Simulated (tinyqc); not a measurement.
Inside a calculation. Method: RHF in the sto-3g basis, for H2O, spin multiplicity 1. One step of it, computed by the program tinyqc.

Problem. Iteration 2: building the Fock matrix. J_ij = sum D_kl (ij|kl), K_ij = sum D_kl (ik|jl); F = H + J - 0.5 K; E = tr D H + tr D J / 2 - 0.25 tr D K + E_nn.

D after iteration 1, order 1O 1s, 1O 2s, 1O 2px, 1O 2py, 1O 2pz, 2H 1s, 3H 1s:
```
[[2.122613, -0.523200, 0.000000, 0.000000, -0.013439, 0.021741, 0.021741],
 [-0.523200, 2.231454, 0.000000, 0.000000, 0.070994, -0.090765, -0.090765],
 [0.000000, 0.000000, 2.000000, 0.000000, 0.000000, 0.000000, 0.000000],
 [0.000000, 0.000000, 0.000000, 2.077805, 0.000000, -0.096809, 0.096809],
 [-0.013439, 0.070994, 0.000000, 0.000000, 2.044522, -0.060657, -0.060657],
 [0.021741, -0.090765, 0.000000, -0.096809, -0.060657, 0.009837, 0.000816],
 [0.021741, -0.090765, 0.000000, 0.096809, -0.060657, 0.000816, 0.009837]]
```

core Hamiltonian H = T + V (hartree), order 1O 1s, 1O 2s, 1O 2px, 1O 2py, 1O 2pz, 2H 1s, 3H 1s:
```
[[-32.487401, -7.557531, 0.000000, 0.000000, -0.012958, -0.946359, -0.946359],
 [-7.557531, -9.113918, 0.000000, 0.000000, -0.160889, -2.363577, -2.363577],
 [0.000000, 0.000000, -7.273744, 0.000000, 0.000000, 0.000000, 0.000000],
 [0.000000, 0.000000, 0.000000, -7.350556, 0.000000, -1.331253, 1.331253],
 [-0.012958, -0.160889, 0.000000, 0.000000, -7.336578, -1.244802, -1.244802],
 [-0.946359, -2.363577, 0.000000, -1.331253, -1.244802, -4.202760, -0.893249],
 [-0.946359, -2.363577, 0.000000, 1.331253, -1.244802, -0.893249, -4.202760]]
```

Two-electron integrals (ij|kl) in chemists' order, unique and non-zero (hartree):
```
(11|11) 4.785065    (21|11) 0.741380    (21|21) 0.136873    (22|11) 1.118947
(22|21) 0.256633    (22|22) 0.817206    (31|31) 0.024477    (32|31) 0.037809
(32|32) 0.180518    (33|11) 1.115814    (33|21) 0.256684    (33|22) 0.817023
(33|33) 0.880159    (41|41) 0.024477    (42|41) 0.037809    (42|42) 0.180518
(43|43) 0.047444    (44|11) 1.115814    (44|21) 0.256684    (44|22) 0.817023
(44|33) 0.785270    (44|44) 0.880159    (51|51) 0.024477    (52|51) 0.037809
(52|52) 0.180518    (53|53) 0.047444    (54|54) 0.047444    (55|11) 1.115814
(55|21) 0.256684    (55|22) 0.817023    (55|33) 0.785270    (55|44) 0.785270
(55|55) 0.880159    (61|11) 0.093007    (61|21) 0.017046    (61|22) 0.031823
(61|33) 0.031762    (61|41) 0.000567    (61|42) 0.001074    (61|44) 0.031865
(61|51) 0.000513    (61|52) 0.000971    (61|54) 0.000094    (61|55) 0.031846
(61|61) 0.002149    (62|11) 0.253996    (62|21) 0.059108    (62|22) 0.211892
(62|33) 0.208107    (62|41) 0.003280    (62|42) 0.026376    (62|44) 0.214235
(62|51) 0.002967    (62|52) 0.023855    (62|54) 0.005542    (62|55) 0.213120
(62|61) 0.007520    (62|62) 0.071348    (63|31) 0.005836    (63|32) 0.035225
(63|43) 0.005302    (63|53) 0.004796    (63|63) 0.009557    (64|11) 0.144493
(64|21) 0.034029    (64|22) 0.130271    (64|33) 0.124543    (64|41) 0.007473
(64|42) 0.050347    (64|44) 0.138684    (64|51) 0.001481    (64|52) 0.013677
(64|54) 0.007995    (64|55) 0.127436    (64|61) 0.004495    (64|62) 0.053367
(64|64) 0.049037    (65|11) 0.130686    (65|21) 0.030777    (65|22) 0.117823
(65|33) 0.112642    (65|41) 0.001481    (65|42) 0.013677    (65|44) 0.115841
(65|51) 0.007175    (65|52) 0.047595    (65|54) 0.008196    (65|55) 0.124850
(65|61) 0.004066    (65|62) 0.048267    (65|64) 0.035708    (65|65) 0.041852
(66|11) 0.430095    (66|21) 0.101671    (66|22) 0.420110    (66|33) 0.404410
(66|41) 0.006545    (66|42) 0.074506    (66|44) 0.430047    (66|51) 0.005919
(66|52) 0.067386    (66|54) 0.023188    (66|55) 0.425382    (66|61) 0.013006
(66|62) 0.188059    (66|64) 0.160667    (66|65) 0.145315    (66|66) 0.774606
(71|11) 0.093007    (71|21) 0.017046    (71|22) 0.031823    (71|33) 0.031762
(71|41) -0.000567   (71|42) -0.001074   (71|44) 0.031865    (71|51) 0.000513
(71|52) 0.000971    (71|54) -0.000094   (71|55) 0.031846    (71|61) 0.002121
(71|62) 0.007311    (71|64) 0.004039    (71|65) 0.003957    (71|66) 0.012573
(71|71) 0.002149    (72|11) 0.253996    (72|21) 0.059108    (72|22) 0.211892
(72|33) 0.208107    (72|41) -0.003280   (72|42) -0.026376   (72|44) 0.214235
(72|51) 0.002967    (72|52) 0.023855    (72|54) -0.005542   (72|55) 0.213120
(72|61) 0.007311    (72|62) 0.057151    (72|64) 0.029753    (72|65) 0.037606
(72|66) 0.121752    (72|71) 0.007520    (72|72) 0.071348    (73|31) 0.005836
(73|32) 0.035225    (73|43) -0.005302   (73|53) 0.004796    (73|63) 0.007391
(73|73) 0.009557    (74|11) -0.144493   (74|21) -0.034029   (74|22) -0.130271
(74|33) -0.124543   (74|41) 0.007473    (74|42) 0.050347    (74|44) -0.138684
(74|51) -0.001481   (74|52) -0.013677   (74|54) 0.007995    (74|55) -0.127436
(74|61) -0.004039   (74|62) -0.029753   (74|64) -0.008504   (74|65) -0.019222
(74|66) -0.058414   (74|71) -0.004495   (74|72) -0.053367   (74|74) 0.049037
(75|11) 0.130686    (75|21) 0.030777    (75|22) 0.117823    (75|33) 0.112642
(75|41) -0.001481   (75|42) -0.013677   (75|44) 0.115841    (75|51) 0.007175
(75|52) 0.047595    (75|54) -0.008196   (75|55) 0.124850    (75|61) 0.003957
(75|62) 0.037606    (75|64) 0.019222    (75|65) 0.031782    (75|66) 0.087275
(75|71) 0.004066    (75|72) 0.048267    (75|74) -0.035708   (75|75) 0.041852
(76|11) 0.086682    (76|21) 0.020394    (76|22) 0.080562    (76|33) 0.078486
(76|44) 0.079840    (76|51) 0.001512    (76|52) 0.015048    (76|55) 0.083270
(76|61) 0.002573    (76|62) 0.027934    (76|64) 0.018227    (76|65) 0.021273
(76|66) 0.081020    (76|71) 0.002573    (76|72) 0.027934    (76|74) -0.018227
(76|75) 0.021273    (76|76) 0.014375    (77|11) 0.430095    (77|21) 0.101671
(77|22) 0.420110    (77|33) 0.404410    (77|41) -0.006545   (77|42) -0.074506
(77|44) 0.430047    (77|51) 0.005919    (77|52) 0.067386    (77|54) -0.023188
(77|55) 0.425382    (77|61) 0.012573    (77|62) 0.121752    (77|64) 0.058414
(77|65) 0.087275    (77|66) 0.291928    (77|71) 0.013006    (77|72) 0.188059
(77|74) -0.160667   (77|75) 0.145315    (77|76) 0.081020    (77|77) 0.774606
```

nuclear repulsion = 7.27115738 hartree

Give: Coulomb J; exchange K; Fock matrix F; total energy of this density.

Solution.

Coulomb J (hartree), order 1O 1s, 1O 2s, 1O 2px, 1O 2py, 1O 2pz, 2H 1s, 3H 1s:
```
[[18.5461, 3.5360, 0.0000, 0.0000, 0.0015, 0.4407, 0.4407],
 [3.5360, 8.7874, 0.0000, 0.0000, 0.0005, 2.2044, 2.2044],
 [0.0000, 0.0000, 8.7802, 0.0000, 0.0000, 0.0000, 0.0000],
 [0.0000, 0.0000, 0.0000, 8.7796, 0.0000, 1.3311, -1.3311],
 [0.0015, 0.0005, 0.0000, 0.0000, 8.7789, 1.2034, 1.2034],
 [0.4407, 2.2044, 0.0000, 1.3311, 1.2034, 4.2103, 0.8171],
 [0.4407, 2.2044, 0.0000, -1.3311, 1.2034, 0.8171, 4.2103]]
```

exchange K (hartree), order 1O 1s, 1O 2s, 1O 2px, 1O 2py, 1O 2pz, 2H 1s, 3H 1s:
```
[[9.8379, 1.7149, 0.0000, 0.0000, 0.0006, 0.2275, 0.2275],
 [1.7149, 2.8644, 0.0000, 0.0000, 0.0083, 0.6718, 0.6718],
 [0.0000, 0.0000, 2.3558, 0.0000, 0.0000, 0.0000, 0.0000],
 [0.0000, 0.0000, 0.0000, 2.3636, 0.0000, 0.3254, -0.3254],
 [0.0006, 0.0083, 0.0000, 0.0000, 2.3589, 0.2993, 0.2993],
 [0.2275, 0.6718, 0.0000, 0.3254, 0.2993, 0.2908, 0.1616],
 [0.2275, 0.6718, 0.0000, -0.3254, 0.2993, 0.1616, 0.2908]]
```

Fock matrix F (hartree), order 1O 1s, 1O 2s, 1O 2px, 1O 2py, 1O 2pz, 2H 1s, 3H 1s:
```
[[-18.8602, -4.8790, 0.0000, 0.0000, -0.0118, -0.6194, -0.6194],
 [-4.8790, -1.7588, 0.0000, 0.0000, -0.1645, -0.4951, -0.4951],
 [0.0000, 0.0000, 0.3285, 0.0000, 0.0000, 0.0000, 0.0000],
 [0.0000, 0.0000, 0.0000, 0.2473, 0.0000, -0.1628, 0.1628],
 [-0.0118, -0.1645, 0.0000, 0.0000, 0.2629, -0.1910, -0.1910],
 [-0.6194, -0.4951, 0.0000, -0.1628, -0.1910, -0.1378, -0.1570],
 [-0.6194, -0.4951, 0.0000, 0.1628, -0.1910, -0.1570, -0.1378]]
```

total energy of this density = -73.556585 hartree
